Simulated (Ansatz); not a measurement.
Born–Oppenheimer molecular dynamics of C3H5NO (10 atoms, charge 0, multiplicity 1). It starts from a relaxed structure.

These are results of RKS CAM-B3LYP-D4/STO-3G (Ansatz 0.2.0), not measurements.

| Property | Result |
| --- | --- |
| ensemble | NVT, Langevin thermostat |
| time step | 1 fs |
| steps asked | 381 |
| set temperature | 1000 K |
| friction | 0.05 /fs |
| temperature schedule | 95 steps to 1000 K, then 285 steps to 250 K |
| seed | 299328 |

First frame:

```xyz
10
Properties=species:S:1:pos:R:3
C -0.820 -0.700 0.452
C 0.361 0.149 -0.076
O 1.580 0.079 0.671
C 0.161 1.347 -0.906
N 0.489 0.319 -1.653
H -1.128 -0.348 1.446
H -1.675 -0.624 -0.232
H -0.528 -1.757 0.530
H 1.722 -0.928 0.765
H -0.079 2.411 -0.995
```

Question: How far do the bonds stretch over the last three quarters of this one trajectory? (Pairs bonded in most of those frames.)

Answer: 
```json
{"bond": "C1–C2", "mean (Å)": "1.554", "spread (Å)": "0.040", "shortest": "1.47", "longest": "1.66"}
{"bond": "C1–H6", "mean (Å)": "1.104", "spread (Å)": "0.034", "shortest": "1.01", "longest": "1.22"}
{"bond": "C1–H7", "mean (Å)": "1.104", "spread (Å)": "0.044", "shortest": "1.00", "longest": "1.22"}
{"bond": "C1–H8", "mean (Å)": "1.104", "spread (Å)": "0.036", "shortest": "1.00", "longest": "1.20"}
{"bond": "C2–O3", "mean (Å)": "1.438", "spread (Å)": "0.040", "shortest": "1.35", "longest": "1.53"}
{"bond": "C2–C4", "mean (Å)": "1.470", "spread (Å)": "0.034", "shortest": "1.39", "longest": "1.55"}
{"bond": "C2–N5", "mean (Å)": "1.605", "spread (Å)": "0.045", "shortest": "1.49", "longest": "1.71"}
{"bond": "O3–H9", "mean (Å)": "1.025", "spread (Å)": "0.034", "shortest": "0.94", "longest": "1.11"}
{"bond": "C4–N5", "mean (Å)": "1.316", "spread (Å)": "0.029", "shortest": "1.24", "longest": "1.38"}
{"bond": "C4–H10", "mean (Å)": "1.100", "spread (Å)": "0.028", "shortest": "1.02", "longest": "1.17"}
```

Mean temperature of the second half: 483 K. The schedule's set-point averaged 497 K over the second half and the system 483 K. A run of 0.38 ps of so small a system gives no equilibrium averages. Limits of this set-up: minimal basis.

The run took 10 min on 1 thread of Arm Neoverse V2 (shared host), peak memory 0.093 GiB.
